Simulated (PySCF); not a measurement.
One molecule, one basis, several functionals.

Compound: C5H8.
SMILES: `C=CCC=C`

Torsions of this conformer, `[CH2:1]=[CH:2][CH2:3][CH:4]=[CH2:5]`: C1–C2–C3–C4 116°, C2–C3–C4–C5 117°.

PySCF, pcSseg-2 basis, density fitting, gas phase, PBE0-D3(BJ)/def2-SVP geometry. One functional is left out:

```
functional  exact exchange (%)  HOMO energy (eV)  LUMO energy (eV)
     B97-D                   0             -6.20             -1.15
      BLYP                   0             -6.12             -1.13
      BP86                   0             -6.37             -1.34
       LDA                   0             -6.46             -1.50
      OPBE                   0             -6.24             -1.14
       PBE                   0             -6.29             -1.27
     B3LYP                  20             -7.16             -0.50
     B97-2                  21             -7.12             -0.30
      PBE0                  25             -7.38             -0.27
 BHandHLYP                  50             -8.31              0.80
```

Question: Predict the row of mPW1PW91 (25 % exact exchange) by straight lines through the other rows, and check it.

Answer: 
| property | line | computed | computed − line | PBE0 (25 %), for comparison |
| --- | --- | --- | --- | --- |
| HOMO energy (eV) | -7.32 | -7.39 | -0.07 | -7.38 |
| LUMO energy (eV) | -0.23 | -0.27 | -0.04 | -0.27 |

Question: Which of these properties follows the share of exact exchange most closely, and which least?

Answer: Most closely the HOMO energy, least the LUMO energy; the correlations over the tabulated rows are HOMO energy -0.991, LUMO energy 0.986. The HOMO energy moves by -0.412 eV for every 10 %. Functionals with the same share still differ in their other parts: at 0 % BLYP and LDA differ by 0.34 eV in it.
